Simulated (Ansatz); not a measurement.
Cost and result for the atomization energy of CH₆OSi (`C[SiH2]O`) (9 atoms, 8 bonds).

```xyz
9

C     0.3878   -0.3362   -1.0549
Si   -0.2685   -0.2011    0.6837
O     0.0561    1.2641    1.3730
H     0.1921   -1.3348   -1.4564
H     1.4665   -0.1647   -1.0797
H    -0.0892    0.3885   -1.7201
H     0.3885   -1.1945    1.5681
H    -1.7390   -0.4534    0.6655
H    -0.3944    2.0321    1.0209
```

Total charge 0; spin multiplicity 1. The geometry is a stationary point of PBE0-D4/def2-TZVP. It is one conformer, not always the lowest. Program: Ansatz. Hardware: A = 2 threads of a server CPU on a shared host; B = 2 threads of an AMD EPYC 7R13 on a shared host and a share of an NVIDIA H100 80 GB. Times are those of one run each, without the atoms' runs, and a repeat can differ threefold. Electronic energies, without spin–orbit coupling; frozen cores. CCSD(T)/CBS extrapolates def2-TZVPP and def2-QZVPP, and its time is that of the two runs behind it. T1 = 0.010.

CCSD(T)/CBS is a level of theory with its own doubt, some kJ/mol a heavy atom from the limit and from the frozen cores, so smaller differences don't rank the functionals.

| level | functions | wall time | atomization (kcal/mol) | difference from CCSD(T)/CBS | per bond |
| --- | --- | --- | --- | --- | --- |
| LDA (SPW92)/def2-TZVPP [A] | 188 | 2 s | 858.5 | 88.9 | 11.1 |
| PBE0-D4/def2-TZVPP [A] | 188 | 2.6 s | 760.3 | -9.3 | -1.2 |
| CAM-B3LYP-D4/def2-TZVPP [A] | 188 | 3.1 s | 770.6 | 1.0 | 0.1 |
| PBE-D4/def2-TZVPP (with forces) [A] | 188 | 4.2 s | 768.4 | -1.2 | -0.1 |
| CCSD(T)/def2-SVP [A] | 76 | 4.7 s | 719.5 | -50.1 | -6.3 |
| B2PLYP/def2-TZVPP [A] | 188 | 4.7 s | 759.7 | -9.9 | -1.2 |
| ωB97X-V/def2-TZVPP [A] | 188 | 7.5 s | 769.1 | -0.5 | -0.1 |
| r2SCANh-D4/def2-TZVPP [A] | 188 | 8.5 s | 763.4 | -6.2 | -0.8 |
| ωB97M-V/def2-TZVPP (with forces) [A] | 188 | 9 s | 769.1 | -0.5 | -0.1 |
| CCSD(T)/def2-QZVPP [B] | 364 | 12 s | 762.1 | -7.5 | -0.9 |
| B97M-V/def2-TZVPP [A] | 188 | 19 s | 768.0 | -1.6 | -0.2 |
| CCSD(T)/def2-TZVPP [A] | 188 | 56 s | 750.8 | -18.8 | -2.3 |
| CCSD(T)/CBS(def2) | – | 68 s | 769.6 | 0.0 | 0.0 |

From r2SCAN to r2SCAN0 (25 % exact exchange), in def2-TZVPP and without D4, the atomization energy moves by −8.6 kcal/mol: exact exchange takes away binding that semilocal exchange gives to molecules. In def2-TZVPP, CCSD(T) changes the Hartree–Fock value by +174.8 kcal/mol (the triples alone add +7.7 kcal/mol) and MP2 by +180.4 kcal/mol; breaking electron pairs costs correlation energy, which Hartree–Fock lacks. At CCSD(T), def2-SVP lies −50.1 kcal/mol from the extrapolated value and def2-TZVPP −18.8 kcal/mol: correlation converges slowly with the basis, and small sets miss more of it in the bonded molecule than in its fragments.
